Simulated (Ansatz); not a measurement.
**SiClO+ (triplet): wave-function methods side by side, def2-TZVPP**

One table from this session's results is given with a row withheld; the runs are named, their logs left out.

The runs use Ansatz 0.2.0, Gaussian basis; def2-TZVPP, core rule «outside noble gas», up to 11 orbitals frozen.

Plan: UHF; ROHF; CCSD(T) on UHF.

**The system**

The geometry is a PBE0/def2-TZVP stationary point (not a proven minimum) of the parent state, kept for this charge and spin.

3 atoms, charge 1, spin multiplicity 3.

Atoms are counted from 1 here; the program's logs count them from 0.

Bond lengths: Cl1–Si3 2.238 Å, O2–Si3 1.908 Å. Angles: Cl1–Si3–O2 65.5°.

The first run:

File in.yaml:

```yaml
crystal:
  periodic: [false, false, false]
  atoms:
    - {symbol: Cl, position_ang: [0.000000, -0.104654, 1.131961]}
    - {symbol: O, position_ang: [0.000000, 1.273898, -0.660805]}
    - {symbol: Si, position_ang: [0.000000, -0.593591, -1.052463]}
basis:
  gaussian: {orbitals: def2-TZVPP}
total_charge: 1
magnetization: {spin_polarized: true, initial_magnetization: 2}
hamiltonian: {xc: hf}
output: {orbitals: {seedname: orbitals}}
```

Run with:

```console
ansatz run in.yaml --threads 1 --pin off --events-out ev --progress --plain --max-ram 4096MiB --backend cpu
```

Among the steps run: UHF; ROHF; CCSD(T) on UHF.

One of the session's tables, all rows but one given; the rest of the session is left out.

| method | from UCCSD(T) (meV) |
| --- | --- |
| ROHF | +14072.4 |
| UHF | +13728.1 |
| UMP2 | ? |
| UCCSD | +685.2 |
| UCCSD(T) | 0 |

Q: Estimate the row for UMP2 from the others.

**Answer.** from UCCSD(T) (meV): +2018.7. In the column «from UCCSD(T) (meV)» it lies between UCCSD (+685.2) and UHF (+13728.1).
